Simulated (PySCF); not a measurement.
**How methods differ on the ionisation energy of Cl**

Cl [Ne] 3s2 3p5 (2P) → Cl⁺ [Ne] 3s2 3p4 (3P), as a difference of total energies. Computed with PySCF 2.14 in aug-cc-pV(Q+d)Z (7s6p5d3f2g, 89 functions), with no relativity, point nucleus. Correlated levels: valence: [Ne] frozen. The calculations carry no spin-orbit coupling.

```csv
method,ionisation energy (eV),error (eV)
UHF,11.766,-1.208
LDA,13.203,+0.229
PBE,12.973,-0.001
PBE0,12.956,-0.018
r2SCAN,12.995,+0.021
LC-wPBE,13.060,+0.086
PBEsol,12.956,-0.018
revPBE,12.919,-0.055
M06,12.907,-0.067
MP2 (valence),12.869,-0.105
SCS-MP2 (valence),12.886,-0.088
```

Reference: 12.974 eV (measured; NIST levels, between the centres of gravity of the two terms).

Errors of the correlated levels include the incompleteness of this basis and the frozen core.
